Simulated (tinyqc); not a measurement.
Inside a calculation. Method: extended Hueckel theory, for CH3+. The parameters take no account of the charge, which enters only through the electron count. Computed by tinyqc, a small Python program that keeps every step (integrals from PySCF). Settings: charge = 1, K = 1.75, multiplicity = 1. Command: `OMP_NUM_THREADS=1 python tinyqc.py 28642 28643 out.jsonl` (the two numbers bound the seeds that draw the settings). One thread of a shared host (Intel(R) Xeon(R) Processor @ 2.60GHz), about 0.01 s of CPU time with the checks.

## Overlaps

Geometry (angstrom):
```
atom         x         y        z
C      0.00000   0.00000  0.08400
H      1.03700   0.00000  0.00000
H     -0.51900   0.89800  0.00000
H     -0.51900  -0.89800  0.00000
```

Parameters chosen for this run:
```
element  shell  Slater exponent  H_ii (eV)
H           1s          1.30000  -13.60000
C           2s          1.62500  -21.40000
C           2p          1.62500  -11.40000
```

Slater orbitals, each expanded in six Gaussians scaled to its exponent.

overlap S:
```
          1C 2s    1C 2px    1C 2py    1C 2pz     2H 1s     3H 1s     4H 1s
1C 2s   1.00000   0.00000   0.00000   0.00000   0.52048   0.52037   0.52037
1C 2px  0.00000   1.00000   0.00000   0.00000   0.50611  -0.25322  -0.25322
1C 2py  0.00000   0.00000   1.00000   0.00000   0.00000   0.43814  -0.43814
1C 2pz  0.00000   0.00000   0.00000   1.00000  -0.04100  -0.04098  -0.04098
2H 1s   0.52048   0.50611   0.00000  -0.04100   1.00000   0.14422   0.14422
3H 1s   0.52037  -0.25322   0.43814  -0.04098   0.14422   1.00000   0.14435
4H 1s   0.52037  -0.25322  -0.43814  -0.04098   0.14422   0.14435   1.00000
```

## Wolfsberg-Helmholz matrix

diagonal H_ii (eV): 1C 2s -21.40000, 1C 2px -11.40000, 1C 2py -11.40000, 1C 2pz -11.40000, 2H 1s -13.60000, 3H 1s -13.60000, 4H 1s -13.60000

K = 1.75000

H_ij = K' S_ij (H_ii + H_jj)/2 for i != j (the diagonal keeps H_ii), with K' = 1.75.

H (eV):
```
            1C 2s     1C 2px     1C 2py     1C 2pz      2H 1s      3H 1s      4H 1s
1C 2s   -21.40000    0.00000    0.00000    0.00000  -15.93961  -15.93627  -15.93627
1C 2px    0.00000  -11.40000    0.00000    0.00000  -11.07120    5.53927    5.53927
1C 2py    0.00000    0.00000  -11.40000    0.00000    0.00000   -9.58433    9.58433
1C 2pz    0.00000    0.00000    0.00000  -11.40000    0.89680    0.89653    0.89653
2H 1s   -15.93961  -11.07120    0.00000    0.89680  -13.60000   -3.43245   -3.43245
3H 1s   -15.93627    5.53927   -9.58433    0.89653   -3.43245  -13.60000   -3.43547
4H 1s   -15.93627    5.53927    9.58433    0.89653   -3.43245   -3.43547  -13.60000
```

## Orbitals

valence electrons = 6

Solve H C = S C e through S^(-1/2); fill by pairs from the bottom, a degenerate level sharing its electrons equally; each orbital has its largest coefficient positive (the first on a tie).

orbital energies (eV): -24.34267  -15.75166  -15.74969  -11.42268  9.13171  9.15960  28.59621

occupations: 2.00000  2.00000  2.00000  0.00000  0.00000  0.00000  0.00000

coefficients:
```
            MO1       MO2       MO3       MO4       MO5       MO6       MO7
1C 2s   0.66164   0.00007   0.00000   0.05288   0.00000   0.00007   1.51140
1C 2px  0.00001   0.53106   0.00000   0.00000   0.00000   1.23829  -0.00022
1C 2py  0.00000   0.00000   0.53119   0.00000   1.23764   0.00000   0.00000
1C 2pz  0.00465   0.00000   0.00000   0.99729   0.00000  -0.00001  -0.12682
2H 1s   0.19854   0.49697   0.00000  -0.01761   0.00000  -1.08029  -0.81742
3H 1s   0.19850  -0.24856   0.43046  -0.01760  -0.93523   0.54021  -0.81722
4H 1s   0.19850  -0.24856  -0.43046  -0.01760   0.93523   0.54021  -0.81722
```

sum of one-electron energies = -111.68805 eV

## Mulliken analysis

P = C n C^T; charge = valence electrons (H 1, C 4) minus the sum of (P S)_ii on the atom; overlap population = 2 sum P_ij S_ij between two atoms.

charges: 1C 0.78457, 2H 0.07188, 3H 0.07177, 4H 0.07177

Overlap populations:
```
pair      value
2-1    0.807702
3-1    0.807618
3-2   -0.048527
4-1    0.807618
4-2   -0.048527
4-3   -0.048567
```
